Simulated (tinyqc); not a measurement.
Worked calculation: RKS/LDA (VWN5) in the sto-3g basis, for H2F+, spin multiplicity 1. One step of it, computed by the program tinyqc.

Task: Iteration 9 (converged): orbitals. Diagonalise F' = X^T F X, C = X C', fill 5 alpha and 5 beta electrons from the bottom; D = 2 C_occ C_occ^T. Each column has its largest component positive (the first on a tie).

converged F (hartree), order 1F 1s, 1F 2s, 1F 2px, 1F 2py, 1F 2pz, 2H 1s, 3H 1s:
```
[[-24.328590, -6.301563, 0.000000, 0.000000, -0.012029, -0.462623, -0.462623],
 [-6.301563, -2.926517, 0.000000, 0.000000, -0.082608, -0.467330, -0.467330],
 [0.000000, 0.000000, -0.588096, 0.000000, 0.000000, 0.000000, 0.000000],
 [0.000000, 0.000000, 0.000000, -0.655704, 0.000000, -0.202393, 0.202393],
 [-0.012029, -0.082608, 0.000000, 0.000000, -0.637790, -0.178119, -0.178119],
 [-0.462623, -0.467330, 0.000000, -0.202393, -0.178119, -0.587963, -0.125666],
 [-0.462623, -0.467330, 0.000000, 0.202393, -0.178119, -0.125666, -0.587963]]
```

X, order 1F 1s, 1F 2s, 1F 2px, 1F 2py, 1F 2pz, 2H 1s, 3H 1s:
```
[[1.022742, -0.127661, 0.000000, 0.000000, -0.002365, 0.010799, 0.010799],
 [-0.127661, 1.057565, 0.000000, 0.000000, 0.019752, -0.107986, -0.107986],
 [0.000000, 0.000000, 1.000000, 0.000000, 0.000000, 0.000000, 0.000000],
 [0.000000, 0.000000, 0.000000, 1.018624, 0.000000, -0.082626, 0.082626],
 [-0.002365, 0.019752, 0.000000, 0.000000, 1.011021, -0.060518, -0.060518],
 [0.010799, -0.107986, 0.000000, -0.082626, -0.060518, 1.034696, -0.038881],
 [0.010799, -0.107986, 0.000000, 0.082626, -0.060518, -0.038881, 1.034696]]
```

Give: F' = X^T F X; orbital energies; coefficients C; D after iteration 9.

Result:

F' = X^T F X (hartree):
```
[[-23.868, -3.265, 0.000, 0.000, -0.016, -0.022, -0.022],
 [-3.265, -1.799, 0.000, 0.000, -0.052, -0.157, -0.157],
 [0.000, 0.000, -0.588, 0.000, 0.000, 0.000, 0.000],
 [0.000, 0.000, 0.000, -0.619, 0.000, -0.128, 0.128],
 [-0.016, -0.052, 0.000, 0.000, -0.616, -0.099, -0.099],
 [-0.022, -0.157, 0.000, -0.128, -0.099, -0.502, -0.032],
 [-0.022, -0.157, 0.000, 0.128, -0.099, -0.032, -0.502]]
```

orbital energies (hartree): [-24.341, -1.390, -0.740, -0.682, -0.588, -0.405, -0.349]

coefficients C, order 1F 1s, 1F 2s, 1F 2px, 1F 2py, 1F 2pz, 2H 1s, 3H 1s:
```
[[0.994, -0.259, 0.000, 0.065, 0.000, 0.058, 0.000],
 [0.025, 0.984, 0.000, -0.296, 0.000, -0.318, 0.000],
 [0.000, 0.000, 0.000, 0.000, 1.000, 0.000, 0.000],
 [0.000, 0.000, 0.781, 0.000, 0.000, 0.000, 0.664],
 [0.001, 0.106, 0.000, 0.812, 0.000, -0.600, 0.000],
 [-0.003, 0.072, 0.354, 0.311, 0.000, 0.640, -0.677],
 [-0.003, 0.072, -0.354, 0.311, 0.000, 0.640, 0.677]]
```

D after iteration 9, order 1F 1s, 1F 2s, 1F 2px, 1F 2py, 1F 2pz, 2H 1s, 3H 1s:
```
[[2.118, -0.499, 0.000, 0.000, 0.053, -0.003, -0.003],
 [-0.499, 2.115, 0.000, 0.000, -0.272, -0.042, -0.042],
 [0.000, 0.000, 2.000, 0.000, 0.000, 0.000, 0.000],
 [0.000, 0.000, 0.000, 1.220, 0.000, 0.553, -0.553],
 [0.053, -0.272, 0.000, 0.000, 1.341, 0.520, 0.520],
 [-0.003, -0.042, 0.000, 0.553, 0.520, 0.454, -0.047],
 [-0.003, -0.042, 0.000, -0.553, 0.520, -0.047, 0.454]]
```
